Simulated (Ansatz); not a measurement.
**CH₄AlCl (built from SMILES [CH3][AlH][Cl]): one structure at several levels**

How do the functionals fare away from a minimum? The structure is a displaced guess of a reacting structure.

Method: single points in def2-TZVPP; program: Ansatz 0.2.0, Gaussian basis.

Correlated methods freeze the cores.

**1. Starting geometry**

7 atoms, charge 0, spin multiplicity 1.

Atoms are counted from 1 here; the program's logs count them from 0.

Bond lengths: Al1–C2 2.353 Å, Al1–Cl4 2.086 Å, C2–H5 1.081 Å, C2–H6 1.132 Å, C2–H7 1.058 Å. Angles: C2–Al1–Cl4 99.5°, Al1–C2–H5 80.2°, Al1–C2–H6 66.2°, Al1–C2–H7 171.2°, H5–C2–H6 113.6°, H5–C2–H7 108.4°, H6–C2–H7 110.5°.

Geometry (Å):

```mol
CH4AlCl
  3D, bonds by distance, orders not assigned

  7  5  0  0  0  0  0  0  0  0999 V2000
    0.2430   -1.5963    0.1029 Al  0  0
    0.0959    0.6956   -0.4093 C   0  0
   -0.9501   -0.1526   -0.6889 H   0  0
   -0.5761   -1.5743    2.0207 Cl  0  0
    0.8219    0.3883   -1.1485 H   0  0
    0.4169    0.4860    0.6559 H   0  0
   -0.0989    1.7268   -0.5416 H   0  0
  1  2  8  0
  1  4  8  0
  2  5  8  0
  2  6  8  0
  2  7  8  0
M  END
```

**2. CCSD(T)/def2-TZVPP**

run/in.yaml

```yaml
crystal:
  periodic: [false, false, false]
  atoms:
    - {symbol: Al, position_ang: [0.243000, -1.596300, 0.102900]}
    - {symbol: C, position_ang: [0.095900, 0.695600, -0.409300]}
    - {symbol: H, position_ang: [-0.950100, -0.152600, -0.688900]}
    - {symbol: Cl, position_ang: [-0.576100, -1.574300, 2.020700]}
    - {symbol: H, position_ang: [0.821900, 0.388300, -1.148500]}
    - {symbol: H, position_ang: [0.416900, 0.486000, 0.655900]}
    - {symbol: H, position_ang: [-0.098900, 1.726800, -0.541600]}
basis:
  gaussian: {orbitals: def2-TZVPP}
correlation: {method: ccsd_t}
output: {forces: true}
```

No record of the launch command was kept for these runs.

**3. PBE0-D4/def2-TZVPP**

run/in.yaml, as its differences from that of step 2:

```diff
@@ -12,3 +12,3 @@
   gaussian: {orbitals: def2-TZVPP}
-correlation: {method: ccsd_t}
-output: {forces: true}
+hamiltonian: {xc: pbe0, dispersion: d4}
+output: {forces: true, orbitals: {seedname: orbitals}}
```

**4. wB97M-V/def2-TZVPP**

run/in.yaml, as its differences from that of step 3:

```diff
@@ -12,3 +12,3 @@
   gaussian: {orbitals: def2-TZVPP}
-hamiltonian: {xc: pbe0, dispersion: d4}
-output: {forces: true, orbitals: {seedname: orbitals}}
+hamiltonian: {xc: {name: wB97M-V}}
+output: {forces: true}
```

**5. r2SCAN-D4/def2-TZVPP**

run/in.yaml, as its differences from that of step 4:

```diff
@@ -12,3 +12,3 @@
   gaussian: {orbitals: def2-TZVPP}
-hamiltonian: {xc: {name: wB97M-V}}
+hamiltonian: {xc: r2scan, dispersion: d4}
 output: {forces: true}
```

**6. PBE-D4/def2-TZVPP**

run/in.yaml, as its differences from that of step 5:

```diff
@@ -12,3 +12,3 @@
   gaussian: {orbitals: def2-TZVPP}
-hamiltonian: {xc: r2scan, dispersion: d4}
+hamiltonian: {xc: pbe, dispersion: d4}
 output: {forces: true}
```

**7. BHLYP-D4/def2-TZVPP**

run/in.yaml, as its differences from that of step 6:

```diff
@@ -12,3 +12,3 @@
   gaussian: {orbitals: def2-TZVPP}
-hamiltonian: {xc: pbe, dispersion: d4}
+hamiltonian: {xc: {name: BHLYP}, dispersion: d4}
 output: {forces: true}
```

**8. r2SCAN0-D4/def2-TZVPP**

run/in.yaml, as its differences from that of step 7:

```diff
@@ -12,3 +12,3 @@
   gaussian: {orbitals: def2-TZVPP}
-hamiltonian: {xc: {name: BHLYP}, dispersion: d4}
+hamiltonian: {xc: {name: r2SCAN0}, dispersion: d4}
 output: {forces: true}
```

(Steps that only read results are left out.)

Q: Predict the outcome of this session. Wanted: energy less free atoms, CCSD(T)/def2-TZVPP; RMS force component; RMS force error; HOMO and LUMO, PBE0-D4; T1 diagnostic.

**Answer**, as computed:

```
                                  quantity                                                                                               value
energy less free atoms, CCSD(T)/def2-TZVPP                                                                                     -492.3 kcal/mol
                       RMS force component                                                                1.328 to 1.422 eV/Å over the methods
                           RMS force error  PBE0-D4 0.060, wB97M-V 0.052, r2SCAN-D4 0.086, PBE-D4 0.145, BHLYP-D4 0.148, r2SCAN0-D4 0.098 eV/Å
                    HOMO and LUMO, PBE0-D4                                                                                  -5.73 and -1.40 eV
                             T1 diagnostic                                                                                               0.013
```

**Reading.** Against CCSD(T) the functionals' energies less atoms differ by -18.1 to +1.5 kcal/mol, PBE-D4 by -18.1 kcal/mol. The reference is not at the basis limit: in triple zeta CCSD(T) underbinds, which counts against methods that bind more; the gaps are no ranking. The forces of wB97M-V come nearest to CCSD(T), those of BHLYP-D4 are farthest. Frozen-core CCSD(T) forces in triple zeta carry basis errors of their own, and this is one geometry, so small gaps rank nothing. The restricted Hartree–Fock reference is unstable towards an unrestricted one at one or more of these structures.
